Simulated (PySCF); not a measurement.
**A workflow on NH2 (SMILES [NH2])**

Wanted: a series of 20 runs (UPBE0-D4/def2-TZVP, UCCSD(T)/def2-TZVPP, URI-MP2/def2-QZVPP, UPBE-D4/def2-TZVPP, U-r2SCAN-D4/def2-TZVPP, UB3LYP-D4/def2-TZVPP, UPBE0-D4/def2-TZVPP, U-wB97M-V/def2-TZVPP, and more) of H2N. Input form: a Python script.

The calculation is run with PySCF 2.14.0.

### Step 1. The structure to begin with

NH2: 3 atoms, total charge 0, spin state doublet. SMILES: `[NH2]`. All atoms were displaced at random from a relaxed shape. The run starts from this shape.

Bond lengths: N1–H2 1.008 Å, N1–H3 1.067 Å. Angles: H2–N1–H3 102.0°.

### Step 2. A geometry optimisation at UPBE0-D4/def2-TZVP (density fitting with def2-universal-jkfit) (run 1)

The input, mol.xyz:

```xyz
3

N      0.356565    -0.184734     0.191553
H      0.159048     0.802334     0.140778
H     -0.490422    -0.605379    -0.302199
```

The input, input.py:

```python
from pyscf import gto, dft
from pyscf.geomopt.geometric_solver import kernel as optimise

mol = gto.M(
    atom='mol.xyz',
    charge=0,
    spin=1,
    max_memory=1860,
    verbose=3,
    basis='def2-tzvp',
)

calc0 = dft.UKS(mol, xc='pbe0')
calc0 = calc0.density_fit(auxbasis='def2-universal-jkfit')
calc0.max_cycle = 100
calc0.conv_tol = 1e-09
calc0.grids.level = 4
calc0.disp = 'd4'
converged, mol_eq = optimise(calc0, maxsteps=100)
print('converged:', converged)
print(mol_eq.tostring())

calc0.reset(mol_eq)
mol = mol_eq
calc0.kernel()
e_final = calc0.e_tot
print('E = %.10f Eh' % e_final)
```

The run is started by

```sh
$ OMP_NUM_THREADS=1 python input.py
```

Standard output:

```text
maxiter                   100
----------------------------------------------------------
Custom engine selected.
Bonds will be generated from interatomic distances less than 1.20 times sum of covalent radii
9 internal coordinates being used (instead of 9 Cartesians)
Internal coordinate system (atoms numbered from 1):
Distance 1-2
Distance 1-3
Angle 2-1-3
Translation-X 1-3
Translation-Y 1-3
Translation-Z 1-3
Rotation-A 1-3
Rotation-B 1-3
Rotation-C 1-3
> ===== Optimization Info: ====
> Job type: Energy minimization
> Maximum number of optimization cycles: 100
> Initial / maximum trust radius (Angstrom): 0.100 / 0.300
> Convergence Criteria:
> Will converge when all 5 criteria are reached:
>  |Delta-E| < 1.00e-06
>  RMS-Grad  < 3.00e-04
>  Max-Grad  < 4.50e-04
>  RMS-Disp  < 1.20e-03
>  Max-Disp  < 1.80e-03
> === End Optimization Info ===

[... 7 lines left out ...]
WARN: Mole.unit (angstrom) is changed to Bohr
[... 1 line left out ...]
converged SCF energy = -55.8334446293899  <S^2> = 0.75367653  2S+1 = 2.0036732
[... 7 lines left out ...]
Step    0 : Gradient = 2.774e-02/3.553e-02 (rms/max) Energy = -55.8334446294
[... 8 lines left out ...]
converged SCF energy = -55.8348404108931  <S^2> = 0.75360706  2S+1 = 2.0036038
[... 16 lines left out ...]
converged SCF energy = -55.8348458301049  <S^2> = 0.75360511  2S+1 = 2.0036019
[... 10 lines left out ...]
Geometry optimization cycle 4
Cartesian coordinates (Angstrom)
 Atom        New coordinates             dX        dY        dZ
   N   0.340978  -0.198521   0.182053   -0.000088  0.000165 -0.000058
   H   0.159634   0.811446   0.141607    0.000062 -0.000150  0.000013
   H  -0.475368  -0.600696  -0.293627    0.000042 -0.000012  0.000009
converged SCF energy = -55.8348459416715  <S^2> = 0.75360401  2S+1 = 2.0036008
--------------- DFUKS_Scanner gradients ---------------
         x                y                z
0 N    -0.0000010544    -0.0000397036    -0.0000018905
1 H    -0.0000077337     0.0000334098    -0.0000021495
2 H     0.0000083184     0.0000061949     0.0000051600
----------------------------------------------
cycle 4: E = -55.8348459417  dE = -1.11567e-07  norm(grad) = 5.38136e-05
Step    3 : Displace = 1.486e-04/1.950e-04 (rms/max) Trust = 2.000e-01 (+) Grad = 3.107e-05/3.976e-05 (rms/max) E (change) = -55.8348459417 (-1.116e-07) Quality = 1.110
Hessian Eigenvalues: 4.99996e-02 5.00000e-02 5.00000e-02 ... 1.51903e-01 3.64412e-01 4.78532e-01
Converged! =D

converged: True
N           0.34097770       -0.19852102        0.18205263
H           0.15963409        0.81144621        0.14160732
H          -0.47536825       -0.60069643       -0.29362734

converged SCF energy = -55.8348459416805  <S^2> = 0.75360399  2S+1 = 2.0036007
E = -55.8348459417 Eh
```

Run time: 5.7 s. Hardware: 1 thread of AMD EPYC 9B45 (Zen 5), shared host; peak memory 0.45 GiB.

Steps, from the record of the run:

```csv
step,energy from the first frame kept (eV),largest force (eV/Å)
0,0.0000,1.8268
1,-0.0380,0.0777
2,-0.0381,0.0157
3,-0.0381,0.0020
```

After the run. Bond lengths: N1–H2 1.027 Å, N1–H3 1.027 Å. Angles: H2–N1–H3 103.1°.

### Step 3. Vibrational wavenumbers at UPBE0-D4/def2-TZVP (density fitting with def2-universal-jkfit) (run 2)

The input, geometry.xyz:

```xyz
3
H2N
N      0.062767    -0.038224     0.032472
H     -0.118678     0.971694    -0.008033
H     -0.753557    -0.440523    -0.443203
```

The input, input.py:

```python
# [NH2]
import numpy
from pyscf import gto, dft, symm
from pyscf.hessian import thermo

system = gto.Mole()
system.atom = 'geometry.xyz'
system.verbose = 3
system.basis = 'def2-tzvp'
system.max_memory = 1860
system.spin = 1
system.build()

mf = dft.UKS(system, xc='pbe0')
mf = mf.density_fit(auxbasis='def2-universal-jkfit')
mf.conv_tol = 1e-09
mf.grids.level = 4
mf.disp = 'd4'
mf.max_cycle = 100
mf.kernel()

e_tot = mf.e_tot
print('Final energy', e_tot)
hess = mf.Hessian().kernel()
modes = thermo.harmonic_analysis(system, hess)
print('frequencies (1/cm)', numpy.round(modes['freq_wavenumber'], 1))
symm.geom.TOLERANCE = 1e-3  # for the symmetry number
th = thermo.thermo(mf, modes['freq_au'], 298.15, 101325)
thermo.dump_thermo(system, th)
```

The run is started by

```sh
$ OMP_NUM_THREADS=1 python input.py
```

Standard output:

```text
converged SCF energy = -55.8348459428884  <S^2> = 0.75360399  2S+1 = 2.0036008
Final energy -55.83484594288836

WARN: DFTD4 does not support analytical Hessian, using finite difference.

WARN: Mole.unit (angstrom) is changed to Bohr

frequencies (1/cm) [1530.1 3384.4 3480.3]
temperature 298.1500 [K]
pressure 101325.00 [Pa]
Rotational constants [GHz] 703.20505 387.63557 249.88737
Symmetry number 2
Zero-point energy (ZPE) 0.01912 [Eh]   50211.526 [J/mol]
                           tot       elec      trans        rot        vib
Entropy [J/mol/K]       194.565      5.763    143.343     45.416      0.043
Cv [J/mol/K]             25.226      0.000     12.472     12.472      0.282
Cp [J/mol/K]             33.540      0.000     20.786     12.472      0.282
Internal energy [J/mol]                      3718.434   3718.434  50222.912
Internal energy [Eh]   -55.81288  -55.83485
Enthalpy [J/mol]                             6197.391   3718.434  50222.912
Enthalpy [Eh]          -55.81194
Gibbs free energy [J/mol]                  -36540.207  -9822.413  50209.984
Gibbs free energy [Eh] -55.83404
```

It took 13 s on 1 thread of AMD EPYC 9B45 (Zen 5), shared host; peak memory 0.72 GiB.

### Step 4. The energy at UCCSD(T)/def2-TZVPP (run 3)

The input, job.py:

```python
from pyscf import gto, cc

mol = gto.M(
    atom=[
    ('N', (0.340978, -0.198521, 0.182053)),
    ('H', (0.159634, 0.811446, 0.141607)),
    ('H', (-0.475368, -0.600696, -0.293627)),
],
    verbose=3,
    basis='def2-tzvpp',
    spin=1,
    max_memory=1860,
    charge=0,
)

hf = mol.UHF()
hf.conv_tol = 1e-10
hf.kernel()
if not hf.converged:
    hf = hf.newton().run(hf.mo_coeff, hf.mo_occ)

mycc = cc.CCSD(hf, frozen=1)
mycc.kernel()
e_t = mycc.ccsd_t()
e_tot = mycc.e_tot + e_t
print(f'total energy: {e_tot:.8f} hartree')
```

The run is started by

```sh
$ OMP_NUM_THREADS=1 python job.py
```

Standard output:

```text
converged SCF energy = -55.5886647859494  <S^2> = 0.75920505  2S+1 = 2.009184
E(UCCSD) = -55.79031001442628  E_corr = -0.2016452284768399
UCCSD(T) correction = -0.00563107336210822
total energy: -55.79594109 hartree
```

Wall time 3 s (1 thread of AMD EPYC 9B45 (Zen 5), shared host); peak memory 0.64 GiB.

Runs 4 to 19 aren't shown in full; the table further down has their settings and results.

### Step 5. The singlet cation: a single-point energy at B3LYP/6-31G(d) (spherical functions) (run 20)

The input, mol.xyz:

```xyz
3
H2N
N      0.340978    -0.198521     0.182053
H      0.159634     0.811446     0.141607
H     -0.475368    -0.600696    -0.293627
```

The input, run.py:

```python
from pyscf import gto, dft

mol = gto.Mole()
mol.atom = 'mol.xyz'
mol.max_memory = 1860
mol.verbose = 3
mol.charge = 1
mol.basis = '6-31g*'
mol.build()

mf = dft.RKS(mol)
mf.xc = 'b3lyp'
mf.conv_tol = 1e-10
mf.grids.level = 5
mf.kernel()
if not mf.converged:
    mf = mf.newton().run(mf.mo_coeff, mf.mo_occ)

etot = mf.e_tot
print('E = %.10f Eh' % etot)
```

The run is started by

```sh
$ OMP_NUM_THREADS=1 python run.py
```

Standard output:

```text
converged SCF energy = -55.4071096468565
E = -55.4071096469 Eh
```

Run time: 0.86 s. Hardware: 1 thread of AMD EPYC 9B45 (Zen 5), shared host; peak memory 0.17 GiB.

### Step 6. Overview of the runs

```csv
run,level,task,optimizer,partner,energy (Eh),dipole moment (D) of the reference,HOMO energy (eV),LUMO energy (eV),wall time
1,UPBE0-D4/def2-TZVP (density fitting with def2-universal-jkfit),optimise,geomeTRIC,base,-55.834846,1.95,-8.67,-2.62,5.7 s
2,UPBE0-D4/def2-TZVP (density fitting with def2-universal-jkfit),frequencies,–,base,-55.834846,1.95,-8.67,-2.62,13 s
3,UCCSD(T)/def2-TZVPP,energy,–,base,-55.795941,1.95,-12.58,3.04,3 s
4,URI-MP2/def2-QZVPP (density fitting with def2-universal-jkfit),energy,–,base,-55.789437,1.92,-12.61,2.60,1.1 s
5,UPBE-D4/def2-TZVPP,energy,–,base,-55.830941,1.81,-7.07,-4.37,6.3 s
6,U-r2SCAN-D4/def2-TZVPP,energy,–,base,-55.872317,1.85,-7.41,-3.46,9.9 s
7,UB3LYP-D4/def2-TZVPP,energy,–,base,-55.906967,1.86,-8.45,-3.26,3.3 s
8,UPBE0-D4/def2-TZVPP,energy,–,base,-55.836751,1.86,-8.68,-2.63,2.5 s
9,U-wB97M-V/def2-TZVPP,energy,–,base,-55.873905,1.88,-11.14,-0.51,15 s
10,UB2PLYP/def2-TZVPP,energy,–,base,-55.857458,1.91,-10.18,-0.61,6.6 s
11,USVWN5/def2-TZVPP,energy,–,base,-55.419361,1.89,-7.07,-5.08,2.5 s
12,UM06-2X/def2-TZVPP,energy,–,base,-55.870934,1.88,-10.21,-1.60,11 s
13,UB3LYP/6-31G* (spherical functions),energy,–,base,-55.870839,2.01,-7.98,-2.64,2.4 s
14,UHF/STO-3G,energy,–,base,-54.837322,1.80,-10.16,8.74,0.34 s
15,CCSD(T)/def2-TZVPP,energy,–,cation,-55.340658,–,-25.54,-9.95,1.1 s
16,PBE-D4/def2-TZVPP,energy,–,cation,-55.357810,–,-19.00,-18.30,4.5 s
17,B3LYP-D4/def2-TZVPP,energy,–,cation,-55.436860,–,-20.58,-16.75,3.3 s
18,PBE0-D4/def2-TZVPP,energy,–,cation,-55.365531,–,-20.85,-16.35,3 s
19,wB97M-V/def2-TZVPP,energy,–,cation,-55.416183,–,-23.36,-13.54,7.2 s
20,B3LYP/6-31G* (spherical functions),energy,–,cation,-55.407110,–,-20.51,-16.72,0.86 s
```

### Step 7. What came out

| quantity | value |
| --- | --- |
| singlet cation, run 20: total energy | -55.40711 Eh |
| singlet cation, run 20: HOMO energy | -20.51 eV |
| singlet cation, run 20: LUMO energy | -16.72 eV |
| singlet cation, run 20: HOMO–LUMO gap | 3.79 eV |
| vertical ionisation energy (to the singlet cation), UCCSD(T)/def2-TZVPP | 12.389 eV |
| vertical ionisation energy (to the singlet cation), UPBE-D4/def2-TZVPP | 12.875 eV |
| vertical ionisation energy (to the singlet cation), UB3LYP-D4/def2-TZVPP | 12.792 eV |
| vertical ionisation energy (to the singlet cation), UPBE0-D4/def2-TZVPP | 12.823 eV |
| vertical ionisation energy (to the singlet cation), U-wB97M-V/def2-TZVPP | 12.455 eV |
| vertical ionisation energy (to the singlet cation), UB3LYP/6-31G* | 12.619 eV |

In words: At UCCSD(T)/def2-TZVPP: the vertical ionisation energy comes to 12.39 eV (286 kcal/mol). Only the singlet of the ionised species was computed; a triplet could lie lower. At UPBE-D4/def2-TZVPP: the vertical ionisation energy comes to 12.87 eV (297 kcal/mol). At UB3LYP-D4/def2-TZVPP: the vertical ionisation energy comes to 12.79 eV (1234 kJ/mol). At UPBE0-D4/def2-TZVPP: removing an electron at fixed nuclei costs 12.82 eV (296 kcal/mol). At U-wB97M-V/def2-TZVPP: removing an electron at fixed nuclei costs 12.46 eV (287 kcal/mol). Over runs 16, 17, 18, 19, 20 the HOMO–LUMO gap runs from 0.70 eV (PBE-D4/def2-TZVPP) to 9.82 eV (wB97M-V/def2-TZVPP). Totals of different functionals can't be ranked against each other. In run 14 the basis is minimal, so the values are rough. All runs together took 1.7 min, the longest 15 s.
